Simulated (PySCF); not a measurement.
# Atomic charges by several schemes

Compound: CH3P.
Z-matrix (Å and degrees, PBE0-D3(BJ)/def2-SVP geometry), rows numbered from 1:
```
C 
P   1  1.6660
H   1  1.0948  2  125.45
H   1  1.0961  2  119.06  3   179.90
H   2  1.4362  1   97.62  3     0.07
```

The species is `C=P` (CH3P).

Density: PBE0/pcSseg-1 (PySCF); schemes: Mulliken, IAO, Hirshfeld and ESP-fitted. Isolated species at its PBE0-D3(BJ)/def2-SVP geometry, gas phase.

Question: For which atoms does the sign change between the 4 schemes (beyond +0.03 e in one, beyond −0.03 e in another)?

Answer: P2.

Question: At which atom do the 4 schemes differ most?

Answer: At C1: from -0.535 (IAO) to -0.142 e (Hirshfeld), 0.393 e apart.

Question: Do the Mulliken, IAO, Hirshfeld and ESP-fitted schemes agree on where the charge is highest?

Answer: The schemes don't all agree: Mulliken H4 (+0.165); IAO P2 (+0.231); Hirshfeld P2 (+0.066); ESP-fitted H4 (+0.177).

Question: Give the atomic charges in each scheme.

Answer: In e:

```csv
atom,environment,Mulliken,IAO,Hirshfeld,ESP-fitted
C1,carbon bonded to P and 2 H,-0.486,-0.535,-0.142,-0.324
P2,phosphorus bonded to C and H,+0.145,+0.231,+0.066,-0.109
H3,hydrogen on C1,+0.164,+0.162,+0.050,+0.147
H4,hydrogen on C1,+0.165,+0.168,+0.048,+0.177
H5,P–H hydrogen,+0.012,-0.025,-0.022,+0.108
```

Mean size of the charges over all atoms: IAO 0.224 e, Mulliken 0.194 e, ESP-fitted 0.173 e, Hirshfeld 0.066 e. Each set sums to the total charge, 0, to within 0.001 e. The Mulliken scheme gives each basis function's population to the atom it is centred on and halves the overlap population of two atoms between them. The ESP scheme is a least-squares fit of atom-centred charges to the potential on four shells outside the van der Waals surface, with the total charge fixed.

Question: Sum the charges by element, for elements with more than one atom.

Answer: 
| element | atoms | Mulliken | IAO | Hirshfeld | ESP-fitted |
| --- | --- | --- | --- | --- | --- |
| H | 3 | +0.341 | +0.304 | +0.075 | +0.433 |

Question: How many electrons does the ESP-fitted scheme count on P2?

Answer: Z − q = 15 − (-0.109) = 15.109.
